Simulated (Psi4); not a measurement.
Reaction (SMILES): Cl[C]Cl (closed-shell singlet) + 3 [H][H] (H2) → C (CH4) + 2 Cl (HCl)
B3LYP-D3(BJ)/def2-TZVP geometries, fixed; electronic energies without zero-point terms.

Effect of the integral screening threshold at MP2/aug-cc-pV(T+d)Z with Psi4, against the last row, where the energy of full hydrogenation is -134.36 kcal/mol. Cores are frozen.

```csv
setting,largest shift of a total energy (mEh),shift of the energy of full hydrogenation (kcal/mol)
ints_tolerance: 1e-6,0.002,-0.001
ints_tolerance: 1e-8,0.000,0.000
ints_tolerance: 1e-10,0.000,0.000
ints_tolerance: 1e-14,0.000,0.000
```

Within 0.02 kcal/mol in the energy of full hydrogenation: ints_tolerance: 1e-6; ints_tolerance: 1e-8; ints_tolerance: 1e-10. The largest shift is 0.002 mEh in a total energy and 0.001 kcal/mol in the difference.
